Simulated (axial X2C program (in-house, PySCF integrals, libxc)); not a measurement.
# Spectroscopic constants of LiMg

Computed with an axial X2C code built on PySCF integrals. Spin-free means the one-electron spin-free X2C Hamiltonian; two-component (2c) means X2C with spin–orbit coupling and atomic mean-field two-electron Coulomb and Gaunt terms, so the difference of the two also holds small scalar two-electron terms. Basis: Mg dyall-cv3z [9s8p6d3f], Li dyall-cv3z [7s8p2d] (cores contracted in-house); Gaussian nuclei, density fitting, unrestricted open shells. Masses: Mg 23.985 u, Li 7.016 u.

The run was started with this input:
```json
{
 "zs": [
  12,
  3
 ],
 "q": 0,
 "bas": [
  "dyall-cv3z",
  "dyall-cv3z"
 ],
 "levels": [
  "PBE0",
  "HF",
  "r2SCAN0"
 ],
 "cc": true,
 "r0": 2.72,
 "thr": -2.0,
 "nmax": 90,
 "npts": 10,
 "nst": 2,
 "ntry": 6
}
```
```bash
python so2c.py task.json out
```

Keys: zs atomic numbers; q charge; bas basis sets; levels methods; cc coupled cluster on or off; r0 starting distance in Å; thr threshold in hartree for freezing inner shells (an s shell follows its p shell); nmax most natural virtual spinors; npts points on the curve; nst determinants followed; ntry starts of the search. HF also brings MP2.

State, spin-free: M_S = 1/2, Λ = 0 (beyond evenly filled blocks: σα); electrons by block: σα: 6, σβ: 5, π+α: 1, π+β: 1, π-α: 1, π-β: 1. Fragments: Mg + Li.

State, 2c: Ω = 1/2 (⟨Sz⟩ = 0.50, ⟨Lz⟩ = 0.00 at PBE0); electrons by block: 1/2: 7, -1/2: 6, 3/2: 1, -3/2: 1. Fragments: Mg + Li.

```csv
Hamiltonian,level,Re (Å),ωe (cm⁻¹),αe (cm⁻¹),De (eV),D0 (eV),k (mdyn/Å),μ (D)
2c,PBE0,3.082,200.1,0.00757,0.274,0.262,0.128,0.87
2c,HF,3.419,99.9,0.0215,0.012,0.006,0.0319,-0.25
2c,MP2,3.245,123.2,0.0218,0.044,0.037,0.0485,n/a
2c,CCSD,3.144,167.6,0.0118,0.144,0.133,0.0899,n/a
2c,CCSD(T),3.123,175.7,0.0111,0.167,0.156,0.0988,n/a
2c,r2SCAN0,3.086,201.2,0.00753,0.324,0.312,0.129,1.45
```

Spin-free values that have a 2c row agree with it to the digits that matter (0.001 Å, 0.01 eV) and are not repeated.

Correlated methods: 3 electrons correlated (number of frozen shells: Mg 2 s, 1 p; Li 1 s), 217 virtual spin orbitals or spinors in MP2, 59 natural virtuals in coupled cluster.

Dipoles are positive if Li is the positive end.

Occupations by symmetry block were frozen at the best pattern of an incomplete PBE0 search. Dissociation energies refer to the lowest single-determinant-based atoms at the same level and basis. Density functionals use the spin component along the axis (collinear). CCSD and (T) use frozen natural virtuals with an MP2 correction for the truncation; (T) itself is uncorrected, so its De runs slightly low. The determinant is spin-polarised beyond a pure state at some levels (its spin-free form has ⟨S²⟩ too high), which makes Re and μ there less reliable. The T1 diagnostic is large, a sign of multireference character.

Rough cost a point (2c) on 1 thread(s) of a shared host, integrals apart: PBE0 0.21 s, HF 0.14 s, CCSD(T) 0.5 s, r2SCAN0 0.4 s.

The whole task took 32 s on 1 thread of Arm Neoverse V1 (shared host).
